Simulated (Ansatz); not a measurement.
# BNH5 (doublet): wave-function methods side by side at distance N1–H4 along a hydrogen transfer = 1.095 Å, cc-pVDZ

How much of the correlation energy of BNH5 (doublet) does each wave-function method recover here?

Program: Ansatz 0.2.0, Gaussian basis. Level of theory: cc-pVDZ, core rule «outside noble gas», up to 2 orbitals frozen. These are calculated values, not measurements.

To be run: UHF; CCSD(T) on ROHF; CCSD(T) on UHF; BCCD(T) on ROHF; CISD; CCSDT(Q) on ROHF; CCSDT(Q) on UHF; CASSCF and MRCISD+Q, 3 electrons in 3 orbitals; CASSCF and NEVPT2, 3 electrons in 3 orbitals.

### 1 The system

The geometry derives from fragments relaxed apart (PBE0/def2-TZVP) and kept rigid, so it is no stationary point. A hydrogen atom is moved between rigid fragments.

7 atoms, charge 0, spin multiplicity 2.

Atoms are counted from 1 here; the program's logs count them from 0.

Bond lengths: N1–H2 1.012 Å, N1–H3 1.012 Å, N1–H4 1.095 Å, B5–H6 1.191 Å, B5–H7 1.191 Å. Angles: H2–N1–H3 107.1°, H2–N1–H4 107.1°, H3–N1–H4 107.1°, H6–B5–H7 129.4°.

### 2 UHF

in.yaml reads:

```yaml
crystal:
  periodic: [false, false, false]
  atoms:
    - {symbol: N, position_ang: [-1.236545, -0.019092, -0.029716]}
    - {symbol: H, position_ang: [-1.533824, 0.948742, -0.029716]}
    - {symbol: H, position_ang: [-1.533824, -0.421390, 0.850543]}
    - {symbol: H, position_ang: [-0.141545, -0.019092, -0.029716]}
    - {symbol: B, position_ang: [1.522455, -0.019092, -0.029716]}
    - {symbol: H, position_ang: [2.031529, -0.019092, 1.047292]}
    - {symbol: H, position_ang: [2.031528, -0.019092, -1.106725]}
basis:
  gaussian: {orbitals: cc-pVDZ}
magnetization: {spin_polarized: true, initial_magnetization: 1}
hamiltonian: {xc: hf}
output: {orbitals: {seedname: orbitals}}
```

Launch:

```sh
$ ansatz run in.yaml --threads 1 --pin off --events-out ev --progress --plain --max-ram 4096MiB --backend cpu
```

After this run come: CCSD(T) on ROHF; CCSD(T) on UHF; BCCD(T) on ROHF; CISD; CCSDT(Q) on ROHF; CCSDT(Q) on UHF; CASSCF and MRCISD+Q, 3 electrons in 3 orbitals; CASSCF and NEVPT2, 3 electrons in 3 orbitals.

**Question.** What will the summary of the whole plan be? Wanted: UCCSDT(Q) below the RHF energy; RMP2 from UCCSDT(Q); UMP2 from UCCSDT(Q); RCCSD from UCCSDT(Q); RCCSD(T) from UCCSDT(Q); UCCSD(T) from UCCSDT(Q); RCCSDT(Q) from UCCSDT(Q); NEVPT2 pair from UCCSDT(Q); T1 diagnostic.

As calculated:

| quantity | value |
| --- | --- |
| UCCSDT(Q) below the RHF energy | -8.4624 eV |
| RMP2 from UCCSDT(Q) | +113.7 kJ/mol |
| UMP2 from UCCSDT(Q) | +114.7 kJ/mol |
| RCCSD from UCCSDT(Q) | +20.0 kJ/mol |
| RCCSD(T) from UCCSDT(Q) | +3.3 kJ/mol |
| UCCSD(T) from UCCSDT(Q) | +3.3 kJ/mol |
| RCCSDT(Q) from UCCSDT(Q) | 0.0 kJ/mol |
| NEVPT2 pair from UCCSDT(Q) | +115.9 kJ/mol |
| levels within 1 kcal/mol (43 meV) | RCCSD(T), UCCSD(T), BCCD(T), RCCSDT, UCCSDT, RCCSDT(Q) |
| T1 diagnostic | 0.019 |

RCCSD(T) misses by +3.3 kJ/mol, 0.4 % of the correlation energy. These misses are within one basis, not against nature; the frozen cores of restricted and unrestricted runs differ, which can shift their rows.
